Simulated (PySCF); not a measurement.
Species: C5H6Cl (doublet state).
Atom-mapped SMILES: `[CH:1]#[C:2][C@H:3]([CH2:4])[CH2:5][Cl:6]` (hydrogens: H7 on C1; H8 on C3; H9, H10 on C4; H11, H12 on C5)

Cartesian coordinates in Å at the GFN2-xTB level; atoms count from 1:
```xyz
12
C5H6Cl angstrom
C      2.3307    0.5558   -0.4640
C      1.1713    0.5027   -0.1686
C     -0.2219    0.3617    0.2597
C     -0.2237   -0.6048    1.3798
C     -1.0518   -0.1111   -0.9369
Cl    -2.7702   -0.2586   -0.4791
H      3.3412    0.6283   -0.7375
H     -0.5809    1.3428    0.5936
H     -0.2148   -1.6574    1.1764
H     -0.0609   -0.2678    2.3837
H     -0.7215   -1.0940   -1.2733
H     -0.9963    0.6017   -1.7597
```

The hyperfine couplings belong to this conformer and change with its torsions.

Computed, not measured: UKS B3LYP, pcH-1 on C Cl H, non-relativistic, mean-field spin-orbit, GIAO (PySCF). Isolated species at its GFN2-xTB geometry (one conformer only). The geometry wasn't refined by DFT: couplings that depend on bond lengths, twists or pyramidal angles can differ widely from those at the functional's own minimum. Stability of the SCF solution: not tested.

Q: Break the g tensor into its mass correction, gauge correction and orbital-Zeeman/spin–orbit terms.

A: 
```tsv
Δg (ppm)	1	2	3
relativistic mass correction	-148	-148	-148
gauge correction	13	39	24
orbital Zeeman/spin–orbit	-200	504	1356
total	-336	395	1232
```

So g = 2.00198, 2.00271, 2.00355 and g_iso = 2.00275; the tensor is rhombic: the two nearest values differ by 47 % of g3 − g1. 

Q: What effective moment and Curie constant follow for a powder?

A: With the mean of g² = 4.0110 and S(S+1) = 0.75: μ_eff = √(⟨g²⟩S(S+1)) = 1.734 μB and χT = 0.12505·⟨g²⟩·S(S+1) = 0.376 cm³ K/mol (cgs; spin-Hamiltonian part alone).

Q: At 34.186 GHz, how far is the centre of the isotropic spectrum from where a free electron (g = 2.002319) resonates?

A: B = hν/(g μB) with μB/h = 13.99624 MHz/mT gives 1219.84 mT for the free electron and 1219.58 mT at g_iso, 0.26 mT lower.

Q: In a frozen sample, at which fields do the three g values resonate at 9.5, 34, 94 and 263 GHz (hyperfine left aside), and which band first spreads them over more than twice a line width of 0.3 mT?

A: 
```
band    GHz  B(g3) mT  B(g2) mT  B(g1) mT  spread mT
   X    9.5    338.78    338.92    339.04       0.27
   Q   34.0   1212.46   1212.97   1213.41       0.95
   W   94.0   3352.09   3353.49   3354.72       2.62
   J  263.0   9378.72   9382.64   9386.07       7.34
```

The spread grows in proportion to the frequency. Q band is the first where it exceeds 0.6 mT.

The Mulliken spin populations are largest on C4 (+1.07), C3 (-0.07) and C1 (+0.06). No atom but C4 exceeds +0.15. The positive populations add up to 1.16 and the negative ones to -0.16, together 2S = 1. The angles at C4 add up to 359.1°, so it is planar; its axial dipolar tensor and the negative couplings of its protons fit spin in a p orbital normal to that plane.

The HOMO–LUMO gaps are 6.25 eV among the α and 5.83 eV among the β orbitals.
